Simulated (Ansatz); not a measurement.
Reaction (SMILES): C#N (CH-N) + H+ → C#[NH+]
B3LYP-D3(BJ)/def2-TZVP geometries, fixed; electronic energies without zero-point terms; positive where energy is released.
Largest species:
```xyz
4

C      0.0000     0.0000    -0.5980
N      0.0000     0.0000     0.5315
H      0.0000     0.0000    -1.6793
H      0.0000     0.0000     1.5473
```
Charge +1, spin multiplicity 1.

Effect of a fitting basis named in the input at wB97M-V/def2-TZVPP with Ansatz (a first-principles code), against the last row, where the proton affinity is 174.17 kcal/mol. The proton sits at the site shown, which need not be the one that binds it best. The default fits or decomposes integrals by the program's own choice; accuracy: high also tightens integrals, grids and stops.

```csv
setting,largest shift of a total energy (mEh),shift of the proton affinity (kcal/mol)
fitting: def2-SV(P)-JKFIT,-0.022,0.005
fitting: def2-universal-JKFIT,-0.022,0.005
fitting: cc-pVTZ-JKFIT,0.007,0.003
fitting: cc-pVQZ-JKFIT,-0.004,0.000
fitting: cc-pV5Z-JKFIT,-0.004,0.000
accuracy: high,-0.002,0.000
accuracy: medium (default),0.000,0.000
```

Within 0.02 kcal/mol in the proton affinity: fitting: def2-SV(P)-JKFIT; fitting: def2-universal-JKFIT; fitting: cc-pVTZ-JKFIT; fitting: cc-pVQZ-JKFIT; fitting: cc-pV5Z-JKFIT; accuracy: high. The largest shift is 0.022 mEh in a total energy and 0.005 kcal/mol in the difference.
